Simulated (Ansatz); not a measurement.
in.yaml

```yaml
crystal:
  periodic: [false, false, false]
  atoms:
    - {symbol: B, position_ang: [0.000000, 0.000000, 0.752901]}
    - {symbol: B, position_ang: [0.000000, 0.000000, -1.009563]}
    - {symbol: H, position_ang: [0.000000, 1.023985, 1.376457]}
    - {symbol: H, position_ang: [0.000000, -1.023985, 1.376457]}
basis:
  gaussian: {orbitals: 6-31G}
total_charge: 1
magnetization: {spin_polarized: false, initial_magnetization: 1}
correlation: {method: ccsdtq, electrons: outside_noble_gas}
```

```sh
$ ansatz run in.yaml --threads 1 --pin off --events-out ev --progress --plain --max-ram 2393MiB
```

Log:

```
505 factors; integrals over basis functions are off by at most 1.6e-7 eV
mean field evaluation 1: about -1361.0827 eV, gradient 1.2e1 eV
mean field evaluation 2: about -1361.0779 eV, gradient 1.2e1 eV
mean field evaluation 4: about -1362.3737 eV, gradient 1.7e0 eV
mean field evaluation 8: about -1362.4289 eV, gradient 1.8e-4 eV
mean field evaluation 16: about -1362.4336 eV, gradient 9.4e-2 eV
mean field evaluation 32: about -1353.4142 eV, gradient 5.5e-1 eV
mean field evaluation 64: about -1360.2714 eV, gradient 1.3e-1 eV
mean field evaluation 96: about -1354.5621 eV, gradient 2.4e-3 eV
mean field evaluation 128: about -1360.2691 eV, gradient 5.3e-2 eV
mean field -1362.42893088 eV, -50.0683397223 hartree, gradient 2.6e-6 eV, S^2 0.750000; 4 other end points of the search recorded, 0 dependent functions left out
determinant -1362.42893088 eV, -50.0683397223 hartree, with singles and doubles -1364.97842808 eV, -50.1620320163 hartree
determinant -1360.26953216 eV, -49.9889832831 hartree, with singles and doubles -1363.18958841 eV, -50.0962933710 hartree
determinant -1359.41758681 eV, -49.9576748688 hartree, with singles and doubles -1362.13683590 eV, -50.0576054299 hartree
2 core orbitals not correlated: weight in the atoms' cores, before any rotation towards them, 1.000 or more for the frozen orbitals, at most 0.000 for the correlated occupied ones
reference -1362.42893088 eV, -50.0683397223 hartree; 4, 3 occupied and 16, 17 virtual orbitals, 505 factors
second order -1.79065276 eV of doubles, -0.02062345 eV of singles
cycle   1  -2.25602749 eV  change   -4.4e-1 eV  update   6.4e-2
cycle   2  -2.54283795 eV  change   -2.9e-1 eV  update   3.5e-2
cycle   3  -2.59815800 eV  change   -5.5e-2 eV  update   1.8e-2
cycle   4  -2.62003544 eV  change   -2.2e-2 eV  update   1.0e-2
cycle   5  -2.62168415 eV  change   -1.6e-3 eV  update   3.3e-3
cycle   6  -2.62154481 eV  change    1.4e-4 eV  update   2.3e-3
cycle   7  -2.62127679 eV  change    2.7e-4 eV  update   1.3e-3
cycle   8  -2.62155934 eV  change   -2.8e-4 eV  update   5.1e-4
cycle   9  -2.62190450 eV  change   -3.5e-4 eV  update   2.4e-4
cycle  10  -2.62182841 eV  change    7.6e-5 eV  update   2.5e-4
cycle  11  -2.62184714 eV  change   -1.9e-5 eV  update   3.2e-4
cycle  12  -2.62182709 eV  change    2.0e-5 eV  update   6.1e-5
cycle  13  -2.62181618 eV  change    1.1e-5 eV  update   2.5e-5
cycle  14  -2.62182660 eV  change   -1.0e-5 eV  update   2.9e-5
cycle  15  -2.62183512 eV  change   -8.5e-6 eV  update   2.1e-5
cycle  16  -2.62183680 eV  change   -1.7e-6 eV  update   8.3e-6
cycle  17  -2.62183682 eV  change   -2.3e-8 eV  update   4.1e-6
cycle  18  -2.62183644 eV  change    3.8e-7 eV  update   1.7e-6
cycle  19  -2.62183608 eV  change    3.6e-7 eV  update   5.9e-7
Total energy: -1365.05076696 eV, -50.1646904210 hartree
```

For the same geometry and basis full CI lies 0.2 meV lower.

Ran on 1 thread of Arm Neoverse V1, shared host: 20 s wall, 0.2 GiB peak host memory.
